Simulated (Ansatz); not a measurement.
# CH8Si2: the cost of one run

Method: PBE0-D4/def2-TZVP structures, single points in def2-TZVPP, no counterpoise correction; program: Ansatz 0.2.0, Gaussian basis.

Levels: SPW92, PBE-D4, BLYP-D4, r2SCAN-D4, B97M-V, PBE0-D4, B3LYP-D4, r2SCAN0-D4, BHLYP-D4, CAM-B3LYP-D4, wB97X-V, wB97M-V, B2PLYP, PBE-QIDH, RPA on PBE, Hartree-Fock, MP2, CCSD, CCSD(T).

Correlated methods freeze the cores. B3LYP uses VWN-RPA correlation. B2PLYP carries no dispersion term here.

94 further runs of the same task are left out: 94 set aside as unsound or not needed. Runs told in other sessions of the task aren't counted.

**1. The starting structure**

The complex: 13 atoms, charge 0, spin multiplicity 1.

Atoms are counted from 1 here; the program's logs count them from 0.

Bond lengths: Si1–H3 1.490 Å, Si1–H4 1.491 Å, Si1–C5 1.877 Å, Si1–Si7 2.341 Å, H2–H6 0.746 Å, C5–H8 1.092 Å, C5–H9 1.092 Å, C5–H10 1.092 Å, Si7–H11 1.490 Å, Si7–H12 1.490 Å, Si7–H13 1.488 Å. Angles: H3–Si1–H4 107.4°, H3–Si1–C5 110.3°, H3–Si1–Si7 108.9°, H4–Si1–C5 110.1°, H4–Si1–Si7 108.4°, C5–Si1–Si7 111.6°, Si1–C5–H8 110.8°, Si1–C5–H9 110.7°, Si1–C5–H10 110.7°, H8–C5–H9 108.2°, H8–C5–H10 108.2°, H9–C5–H10 108.2°, Si1–Si7–H11 110.4°, Si1–Si7–H12 110.8°, Si1–Si7–H13 111.1°, H11–Si7–H12 107.8°, H11–Si7–H13 108.3°, H12–Si7–H13 108.3°.

Coordinates:

```mol
CH10Si2
  3D, bonds by distance, orders not assigned

 13 11  0  0  0  0  0  0  0  0999 V2000
   -0.8545    0.6295    0.2152 Si  0  0
    0.0261   -3.0020    0.5848 H   0  0
   -1.8671   -0.4557    0.3496 H   0  0
   -1.5881    1.9274    0.2312 H   0  0
    0.3669    0.5616    1.6382 C   0  0
    0.4463   -2.8183   -0.0041 H   0  0
    0.2182    0.4137   -1.8543 Si  0  0
    0.9024   -0.3901    1.6445 H   0  0
    1.1018    1.3654    1.5559 H   0  0
   -0.1493    0.6691    2.5947 H   0  0
    1.2028    1.5149   -2.0464 H   0  0
    0.9565   -0.8776   -1.9364 H   0  0
   -0.7622    0.4621   -2.9729 H   0  0
  1  3  8  0
  1  4  8  0
  1  5  8  0
  1  7  8  0
  2  6  8  0
  5  8  8  0
  5  9  8  0
  5 10  8  0
  7 11  8  0
  7 12  8  0
  7 13  8  0
M  END
```

Its parts: CH8Si2 holds atoms 1, 3, 4, 5, 7, 8, 9, 10, 11, 12, 13; H2 holds atoms 2, 6. Each part counts its atoms afresh in its own runs.

**2. Relaxing CH8Si2 alone**

Input file relax-a/in.yaml:

```yaml
crystal:
  periodic: [false, false, false]
  atoms:
    - {symbol: Si, position_ang: [-0.854466, 0.629475, 0.215186]}
    - {symbol: H, position_ang: [-1.867134, -0.455661, 0.349586]}
    - {symbol: H, position_ang: [-1.588058, 1.927441, 0.231222]}
    - {symbol: C, position_ang: [0.366944, 0.561613, 1.638158]}
    - {symbol: Si, position_ang: [0.218232, 0.413681, -1.854302]}
    - {symbol: H, position_ang: [0.902403, -0.390059, 1.644460]}
    - {symbol: H, position_ang: [1.101827, 1.365373, 1.555948]}
    - {symbol: H, position_ang: [-0.149338, 0.669114, 2.594739]}
    - {symbol: H, position_ang: [1.202783, 1.514925, -2.046379]}
    - {symbol: H, position_ang: [0.956540, -0.877604, -1.936404]}
    - {symbol: H, position_ang: [-0.762212, 0.462110, -2.972941]}
basis:
  gaussian: {orbitals: def2-TZVP}
hamiltonian: {xc: pbe0, dispersion: d4}
relax: {f_tol: 0.005, max_steps: 200}
```

On the command line:

```
$ ansatz run in.yaml --threads 4 --pin off --events-out ev --progress --plain --max-ram 9574MiB
```

**Question.** How long does this run take on 4 threads of Intel Xeon at 2.50GHz, shared host?

About 15 s.
